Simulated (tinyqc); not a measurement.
Inside a calculation. Method: harmonic frequencies on the UHF/sto-3g surface (energies and gradients from PySCF), for CH3, spin multiplicity 2. One step of it, computed by the program tinyqc.

Task: Normal modes. Diagonalise H_ij / sqrt(m_i m_j); the 6 smallest eigenvalues belong to translations and rotations; wavenumber = sqrt(eigenvalue / 1822.888) x 219474.63; each mode has its largest component positive (the first on a tie); zero-point energy = sum of wavenumbers / 2, with 349.755 1/cm per kcal/mol. A mass of 2.014 u marks deuterium.

Hessian (symmetrised) (hartree/bohr^2):
```
             1Cx          1Cy          1Cz          2Hx          2Hy          2Hz          3Hx          3Hy
1Cx   0.83839741  -0.00038911   0.02156385  -0.47894350  -0.01675013   0.06143735  -0.19313974   0.17726103
1Cy  -0.00038911   0.83881846   0.01382957  -0.01636373  -0.08352860   0.00129353   0.17649534  -0.36616201
1Cz   0.02156385   0.01382957   0.04874216   0.03778705   0.00035297  -0.01285959  -0.02884748   0.04164092
2Hx  -0.47894350  -0.01636373   0.03778705   0.48727789   0.01755641  -0.04585609  -0.00509695  -0.00931576
2Hy  -0.01675013  -0.08352860   0.00035297   0.01755641   0.06524609  -0.00091124   0.03168030   0.01015829
2Hz   0.06143735   0.00129353  -0.01285959  -0.04585609  -0.00091124   0.00901127  -0.00727342   0.00005820
3Hx  -0.19313974   0.17649534  -0.02884748  -0.00509695   0.03168030  -0.00727342   0.18259035  -0.18905814
3Hy   0.17726103  -0.36616201   0.04164092  -0.00931576   0.01015829   0.00005820  -0.18905814   0.36697281
3Hz  -0.04147718   0.06164775  -0.01600716   0.00410939  -0.00518896   0.00183695   0.03295413  -0.04901276
4Hx  -0.16631687  -0.15974250  -0.03050368  -0.00323744  -0.03248667  -0.00830799   0.01564773   0.02111273
4Hy  -0.16012179  -0.38913057  -0.05582343   0.00812313   0.00812510  -0.00044049  -0.01911690  -0.01096810
4Hz  -0.04152412  -0.07677091  -0.01987275   0.00395959   0.00574726   0.00201042   0.00316686   0.00731359

             3Hz          4Hx          4Hy          4Hz
1Cx  -0.04147718  -0.16631687  -0.16012179  -0.04152412
1Cy   0.06164775  -0.15974250  -0.38913057  -0.07677091
1Cz  -0.01600716  -0.03050368  -0.05582343  -0.01987275
2Hx   0.00410939  -0.00323744   0.00812313   0.00395959
2Hy  -0.00518896  -0.03248667   0.00812510   0.00574726
2Hz   0.00183695  -0.00830799  -0.00044049   0.00201042
3Hx   0.03295413   0.01564773  -0.01911690   0.00316686
3Hy  -0.04901276   0.02111273  -0.01096810   0.00731359
3Hz   0.01195104   0.00441387  -0.00744619   0.00221829
4Hx   0.00441387   0.15390790   0.17111579   0.03439787
4Hy  -0.00744619   0.17111579   0.39197440   0.06371019
4Hz   0.00221829   0.03439787   0.06371019   0.01564321
```

masses (u): 1C 12.000000, 2H 1.007825, 3H 1.007825, 4H 2.014102

Give: eigenvalues of the mass-weighted Hessian; harmonic wavenumbers of the vibrations; mass-weighted modes; zero-point energy.

Result:

eigenvalues of the mass-weighted Hessian (hartree/(bohr^2 u)): [0.000, 0.000, 0.000, 0.000, 0.000, 0.000, 0.011, 0.076, 0.107, 0.280, 0.508, 0.554]

harmonic wavenumbers of the vibrations (1/cm): [543.3, 1418.1, 1679.1, 2721.7, 3665.0, 3827.2]

mass-weighted modes, order 1Cx, 1Cy, 1Cz, 2Hx, 2Hy, 2Hz, 3Hx, 3Hy, 3Hz, 4Hx, 4Hy, 4Hz:
$$\begin{pmatrix}
0.009 & -0.310 & -0.123 & -0.159 & -0.113 & -0.293 \\
0.002 & 0.163 & -0.234 & -0.303 & -0.213 & 0.154 \\
-0.478 & -0.006 & -0.002 & -0.059 & 0.031 & -0.005 \\
0.061 & -0.077 & -0.066 & -0.135 & 0.678 & 0.663 \\
0.015 & -0.460 & 0.669 & 0.014 & 0.027 & 0.029 \\
0.551 & -0.103 & -0.037 & 0.001 & -0.062 & -0.069 \\
-0.038 & 0.333 & 0.589 & 0.087 & -0.360 & 0.349 \\
0.067 & 0.326 & 0.324 & -0.103 & 0.573 & -0.562 \\
0.549 & 0.108 & -0.025 & 0.005 & -0.081 & 0.087 \\
-0.039 & 0.574 & -0.069 & 0.420 & 0.050 & -0.002 \\
-0.062 & -0.302 & -0.130 & 0.804 & 0.096 & 0.001 \\
0.389 & 0.010 & 0.049 & 0.140 & 0.024 & 0.000
\end{pmatrix}$$

zero-point energy = 19.806 kcal/mol
